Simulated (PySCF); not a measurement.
# What the settings do

Molecule: (2S)-2-methoxypropanenitrile (CO[C@@H](C)C#N, C4H7NO); geometry GFN2-xTB.

Molfile (atoms numbered from 1):
```
C4H7NO
     RDKit          3D

 13 12  0  0  0  0  0  0  0  0999 V2000
    1.9375   -0.1427    0.0221 C   0  0  0  0  0  0  0  0  0  0  0  0
    0.6988   -0.0963    0.6866 O   0  0  0  0  0  0  0  0  0  0  0  0
   -0.4232   -0.1522   -0.1722 C   0  0  1  0  0  0  0  0  0  0  0  0
   -1.6817   -0.2559    0.6901 C   0  0  0  0  0  0  0  0  0  0  0  0
   -0.5089    1.0297   -1.0223 C   0  0  0  0  0  0  0  0  0  0  0  0
   -0.5583    1.9624   -1.6810 N   0  0  0  0  0  0  0  0  0  0  0  0
    2.0400   -1.0663   -0.5624 H   0  0  0  0  0  0  0  0  0  0  0  0
    2.6975   -0.1201    0.8004 H   0  0  0  0  0  0  0  0  0  0  0  0
    2.0725    0.7159   -0.6454 H   0  0  0  0  0  0  0  0  0  0  0  0
   -0.3429   -1.0320   -0.8403 H   0  0  0  0  0  0  0  0  0  0  0  0
   -1.6254   -1.1546    1.2980 H   0  0  0  0  0  0  0  0  0  0  0  0
   -2.5672   -0.2949    0.0610 H   0  0  0  0  0  0  0  0  0  0  0  0
   -1.7431    0.6075    1.3477 H   0  0  0  0  0  0  0  0  0  0  0  0
  1  2  1  0
  2  3  1  0
  3  4  1  0
  3  5  1  0
  5  6  3  0
  1  7  1  0
  1  8  1  0
  1  9  1  0
  3 10  1  6
  4 11  1  0
  4 12  1  0
  4 13  1  0
M  END
```

All runs: PySCF, non-relativistic, gas phase unless a solvent (IEF-PCM) is named; grid level 2, GIAOs and SCF threshold 1e-9 unless changed. The yardstick, PBE0/pcSseg-1, gives these isotropic shieldings σ (ppm, equivalent atoms averaged): C5 64.0, C1 127.3, C4 163.6, N6 -40.3, H10 27.83, H7/H8/H9 28.04, H11/H12/H13 30.14.

**Question.** What do these inputs give? (1) solvent dimethylsulfoxide; CAM-B3LYP/pcSseg-1; level_shift 0.2; conv 1e-08; (2) HSE06/pcSseg-1; (3) revPBE/cc-pVDZ-PP; max_cycle 97; charge 2; squeeze 0.1; altered: charge 2, squeeze 0.1; (4) PBE0/STO-3G; damp 0.1

**Answer.** 
```tsv
run	outcome	functions	wall time	C5	C1	C4	N6	H10	H7/H8/H9	H11/H12/H13
1	converged	137	16 s	56.2	124.7	161.9	-23.2	27.39	27.93	30.07
2	converged	137	23 s	63.2	126.4	162.9	-41.5	27.83	28.04	30.15
3	refused	–	0.01 s	–	–	–	–	–	–	–
4	converged	37	3.6 s	144.8	185.7	215.4	68.5	30.36	30.67	31.42
```

Times are on 1 thread of an Arm Neoverse V1, shared host.

**Question.** Comment on the technical settings and failures.

**Answer.** 
- Run 1: The functional and medium differ from the yardstick's, which in itself moves the values. The level shift changes the path of the SCF (10 cycles), not the solution, provided the same state is reached.
- Run 3: The basis set has no functions for an element of the molecule, so the input is rejected. Charge 2 and multiplicity 1 describe another species than the intended molecule, on its geometry. One bond was set to 0.1 of its length.
- Run 4: The orbital basis differs from the yardstick's, which in itself moves the values. The damping changes the path of the SCF (18 cycles), not the solution, provided the same state is reached. With 37 functions the basis is far too small for magnetic properties.

Runs 3, 4 were set up unsoundly or failed; their numbers aren't to be quoted as properties of the molecule.
